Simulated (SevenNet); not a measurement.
Zinc-blende HgTe, treated with the machine-learned potential SevenNet-0 (trained on PBE and PBE+U data).

The volume scan:

```
V (Å³/atom)  E − E_lowest (meV/atom)  P (GPa)
-----------  -----------------------  -------
34.790                         15.72    2.430
35.345                          8.53    1.729
35.900                          3.66    1.093
36.455                          0.88    0.518
37.010                          0.00    0.001
37.565                          0.82   -0.463
38.120                          3.15   -0.879
38.676                          6.85   -1.252
39.231                         11.79   -1.589
```

### Question
Estimate the bulk modulus from the pressures at 36.455 and 37.565 Å³/atom, and compare it with a fit to all energies.

### Answer
B = −V dP/dV. Between V = 36.455 and 37.565 Å³/atom, dP/dV = (-0.463 − (0.518))/(37.565 − 36.455) = -0.884 GPa per Å³/atom; at the midpoint 37.010 Å³/atom this gives B ≈ 32.7 GPa. The third-order Birch–Murnaghan fit gives V0 = 37.012 Å³/atom, B0 = 32.6 GPa, B′ = 6.1, which lies within 1 % of that estimate.

Measured, for comparison: bulk modulus 42.3 GPa (temperature not stated, not corrected to a static lattice; as tabulated in Toher et al. (2017), arXiv:1611.05714); equilibrium volume per atom 33.70 Å³/atom (room temperature, not corrected to a static lattice; as tabulated in Cava et al. (2013), arXiv:1302.1059). Computed less measured: bulk modulus -23 %, equilibrium volume per atom +9.8 %.

A machine-learned potential is trained on density-functional data: it inherits that level's misses and adds fitting errors of its own.

Note: this model's volume lies 10 % above that of the starting cell (a measured, published or database cell).

The computed numbers hold no vibrational or temperature effects.
